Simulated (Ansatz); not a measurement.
## Si–O–SiH, doublet in cc-pVDZ: errors against UCCSDT(Q)

Geometry: a PBE0/def2-TZVP stationary point for this spin, not checked as a minimum.

```xyz
4

Si    0.0000    0.0192    1.6628
O     0.0000    0.0469    0.0453
Si    0.0000   -0.0967   -1.6207
H     0.0000    1.4158   -1.8906
```

Basis cc-pVDZ; Ansatz 0.2.0. Correlated methods freeze the noble-gas cores, which leaves 15 electrons in 44 orbitals. Prefix R: restricted or restricted open-shell reference; prefix U: unrestricted. Active spaces: frontier = (9e, 9o) about the gap.

Full CI isn't at hand for all of this; UCCSDT(Q) serves as the reference, and is uncertain by about the last step of the cluster series. The frozen core follows each run's orbitals, which can shift R against U totals by a few meV.

For open shells CISD is restricted-active-space CI with the open shells as a complete middle space.

The UHF ⟨S²⟩ is 0.906 and the ⟨S²⟩ of the determinant under UCCSD is 0.769. The T1 diagnostic (RCCSD) is 0.0325. The largest doubles amplitude (RCCSD) is 0.091. The T1 diagnostic (UCCSD) is 0.0316.

| level | E − E(UCCSDT(Q)) (kJ/mol) | share of correlation (%) | wall time |
| --- | --- | --- | --- |
| RHF | 983.6 | 0.00 | – |
| RMP2 | 126.6 | 87.13 | – |
| UMP2 | 127.9 | 87.00 | – |
| CISD | 146.8 | 85.07 | 10 s |
| RCCSD | 36.2 | 96.32 | – |
| UCCSD | 36.0 | 96.34 | – |
| RCCSD(T) | 6.9 | 99.30 | 17 s |
| UCCSD(T) | 6.9 | 99.30 | 33 s |
| BCCD(T) | 6.1 | 99.38 | 11 s |
| RCCSDT | 3.4 | 99.65 | – |
| UCCSDT | 3.4 | 99.65 | – |
| RCCSDT(Q) | 0.6 | 99.94 | 1.9 min |
| CASSCF (frontier space) | 630.8 | 35.86 | – |
| NEVPT2 (frontier space) | 193.8 | 80.29 | 18 s |
| MRCISD (frontier space) | 75.9 | 92.29 | – |
| MRCISD+Q (frontier space) | 11.5 | 98.83 | 21 s |

The correlation energy at UCCSDT(Q), counted from RHF, is -10.194 eV. That run took 2.1 min on 1 thread of Arm Neoverse V1, shared host.

Run but not shown, since their state or frozen core can't be matched to the reference's or they repeat it: UHF.

Times hold each run's SCF and search for its determinant on a shared host, so for small cases they say little of a method's own cost; they ran on 1 thread of Arm Neoverse V1.

Atomization energy (electronic, same basis, no zero-point term; atoms at the same level, unrestricted beside the R rows where the molecule is a closed shell, with restricted open-shell steps beyond CCSDT(Q)) at UCCSDT(Q): 1065.8 kJ/mol. Errors of other levels:

| level | error (kJ/mol) |
| --- | --- |
| RHF | -298.9 |
| RMP2 | 24.6 |
| UMP2 | 21.8 |
| CISD | -129.0 |
| RCCSD | -25.4 |
| UCCSD | -26.0 |
| RCCSD(T) | -3.8 |
| UCCSD(T) | -4.2 |
| BCCD(T) | -3.0 |
| RCCSDT | -2.9 |
| UCCSDT | -3.1 |
| RCCSDT(Q) | -0.4 |

This basis is far from its limit, so the value isn't to be set against a measured one. Truncated CI isn't size-consistent, which counts against it in atomization.
